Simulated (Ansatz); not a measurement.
# NH (singlet): wave-function methods side by side at distance N1–H2 = 1.170 Å, aug-cc-pVDZ

One table from this session's results is given with a row withheld; the runs are named, their logs left out.

Computed with Ansatz 0.2.0, Gaussian basis. Level: aug-cc-pVDZ, core rule «outside noble gas», up to 1 orbitals frozen.

The runs, in order: UHF; CCSD(T) on RHF; CCSD(T) on UHF; BCCD(T) on RHF; CISD; CCSDT(Q) on RHF; CCSDT(Q) on UHF; CASSCF and MRCISD+Q, 2 electrons in 2 orbitals; CASSCF and NEVPT2, 2 electrons in 2 orbitals; CASSCF and MRCISD+Q, 6 electrons in 5 orbitals; CASSCF and NEVPT2, 6 electrons in 5 orbitals; Full CI; Full CI in the symmetry of the determinant.

24 further runs of the same task are left out: 5 for a known fault of the program, 15 that didn't finish, 4 set aside as unsound or not needed.

## The geometry

The geometry derives from a PBE0/def2-TZVP stationary point (not a proven minimum). One bond is set to the value named and the two fragments are kept rigid.

2 atoms, charge 0, spin multiplicity 1.

Atoms are counted from 1 here; the program's logs count them from 0.

Bond lengths: N1–H2 1.170 Å.

The first run:

in.yaml reads:

```yaml
crystal:
  periodic: [false, false, false]
  atoms:
    - {symbol: N, position_ang: [0.000000, 0.000000, 0.000000]}
    - {symbol: H, position_ang: [0.000000, 0.000000, 1.170000]}
basis:
  gaussian: {orbitals: aug-cc-pVDZ}
magnetization: {spin_polarized: true, initial_magnetization: 0}
hamiltonian: {xc: hf}
output: {orbitals: {seedname: orbitals}}
```

Run with:

```console
$ ansatz run in.yaml --threads 1 --pin off --events-out ev --progress --plain --max-ram 2393MiB
```

Steps of the session up to this table: UHF; CCSD(T) on RHF; CCSD(T) on UHF; BCCD(T) on RHF; CISD; CCSDT(Q) on RHF; CCSDT(Q) on UHF; CASSCF and MRCISD+Q, 2 electrons in 2 orbitals; CASSCF and NEVPT2, 2 electrons in 2 orbitals; CASSCF and MRCISD+Q, 6 electrons in 5 orbitals; CASSCF and NEVPT2, 6 electrons in 5 orbitals; Full CI; Full CI in the symmetry of the determinant.

One table of the session follows, with a row left open; its other results are not shown here.

| method | from FCI (meV) |
| --- | --- |
| RHF | +4942.9 |
| RMP2 | +1343.0 |
| CISD | +706.6 |
| RCCSD | +467.6 |
| RCCSD(T) | +255.5 |
| BCCD(T) | +256.7 |
| RCCSDT | +24.8 |
| RCCSDT(Q) | -8.7 |
| CASSCF pair | ? |
| NEVPT2 pair | +623.5 |
| MRCISD pair | +209.2 |
| MRCISD+Q pair | -13.3 |
| CASSCF valence | +3349.7 |
| NEVPT2 valence | +664.2 |
| MRCISD valence | +139.8 |
| MRCISD+Q valence | -6.0 |
| FCI | 0 |

Q: Estimate the row for CASSCF pair from the others.

The run gave: from FCI (meV): +4061.7. In the column «from FCI (meV)» it lies between CASSCF valence (+3349.7) and RHF (+4942.9).

Among the levels timed on like hardware and quicker than the yardstick, those that no quicker one beats, quickest first: NEVPT2 pair (0.27 s, +623.5 meV); RCCSD(T) (0.33 s, +255.5 meV); MRCISD+Q pair (0.6 s, -13.3 meV); MRCISD+Q valence (0.66 s, -6.0 meV). Runs this short are mostly start-up, so their order is noise.

Left out of the table: UHF, UMP2, UCCSD, UCCSD(T), UCCSDT, UCCSDT(Q) (another determinant or state than the rows shown).

To keep in mind: The report flags that the cluster equations may have other roots. The yardstick is full CI for this spin, exact in this basis with these frozen cores. The program flags RCCSDT(Q) as in doubt, so those rows may rest on another solution; read them beside their warnings. RCCSDT(Q), MRCISD+Q pair, MRCISD+Q valence fall below full CI, which methods that aren't variational can do. With 2.0 effectively unpaired electrons against 0 the state is strongly multireference. Of the multireference levels listed MRCISD+Q valence comes nearest in total energy (-6.0 meV), which doesn't show that its space is the better one. Warnings in the runs' records: large difference, other roots.
